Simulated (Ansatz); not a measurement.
`CC(F)F` + `N=CO` → `CC(F)OC=N` + H–F  (substitution at a C–F bond)

Calculated with Ansatz (gas phase, PBE0-D4/def2-TZVP geometries, no zero-point term in ΔE). CBS: MP2 limit from def2 TZ/QZ plus the TZ coupled-cluster correction, frozen cores. This one scheme is used for every species. DFT in def2-TZVPP. B3LYP here is the variant with VWN-RPA as its local correlation; programs differ in this. One conformer a species, not always the lowest.

```csv
level,ΔE (kJ/mol),difference from CCSD(T)/CBS
PBE-D4,14.7,12.4
B3LYP-D4,13.1,10.8
ωB97X-V,13.5,11.2
ωB97M-V,12.9,10.6
HF/def2-TZVPP,23.5,21.2
SCS-MP2/def2-TZVPP,5.8,3.5
CCSD/def2-TZVPP,7.6,5.3
CCSD(T)/def2-TZVPP,5.2,2.9
MP2/def2-QZVPP,-1.1,-3.4
HF/CBS(def2),22.9,20.6
CCSD(T)/CBS,2.3,0
```

Largest T1 diagnostic among the species: 0.014.

The D4 term adds −8.5 kJ/mol with B3LYP and −4.9 kJ/mol with PBE0; it sums over pairs of atoms, weighted by their polarisabilities, and B3LYP, whose exchange is more repulsive, gets the larger term. From PBE to PBE0 (25 % exact exchange), in def2-TZVPP and without D4, ΔE moves by −3.0 kJ/mol.
